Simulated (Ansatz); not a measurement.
Si (Cmcm, No. 63, 12 atoms in the cell; start mp-1095269; another form than the element's usual one), treated with LDA (Ansatz, a program for electronic structure, PAW).

Numerical settings: plane-wave cutoff 500 eV, 12×12×4 k mesh (along the axes of the cell as run), gaussian smearing 0.02 eV, scalar-relativistic PAW data made under PBE.

Cell (relaxed at this level):

```
CELL_PARAMETERS angstrom
      1.89934    -5.32007     0.00000
      1.89934     5.32007     0.00000
      0.00000     0.00000    12.57229
ATOMIC_POSITIONS crystal
  Si 0.75708 0.24292 0.94497
  Si 0.24292 0.75708 0.05503
  Si 0.24292 0.75708 0.44497
  Si 0.75708 0.24292 0.55503
  Si 0.42867 0.57133 0.15725
  Si 0.57133 0.42867 0.84275
  Si 0.57133 0.42867 0.65725
  Si 0.42867 0.57133 0.34275
  Si 0.97113 0.02887 0.90928
  Si 0.02887 0.97113 0.09072
  Si 0.02887 0.97113 0.40928
  Si 0.97113 0.02887 0.59072
```

What does this level give for the band gap?


* **band gap**: 0.39 eV (on the SCF k mesh)

Note: the relaxation could not lower the start's symmetry, so the cell can be a saddle point above a distorted one.

Cost on a shared machine: very roughly 2.3 core-minutes.

A start named mp-… is a Materials Project structure, which need not be a measured phase.
